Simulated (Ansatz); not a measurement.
`C=C=C=C`, charge 0, multiplicity 1.

Problem. Give a relaxed structure at PBE0-D4/def2-TZVP (the Gaussian-basis code of Ansatz). (An estimate is asked.)

Solution. Ansatz gave: 
Cartesian coordinates in Å:
```
C -0.368 -0.629 1.800
C -0.120 -0.205 0.586
C 0.120 0.205 -0.586
C 0.368 0.629 -1.800
H -0.131 -0.022 2.669
H -0.818 -1.601 1.977
H 0.818 1.601 -1.977
H 0.131 0.022 -2.669
```
Point group D2h.
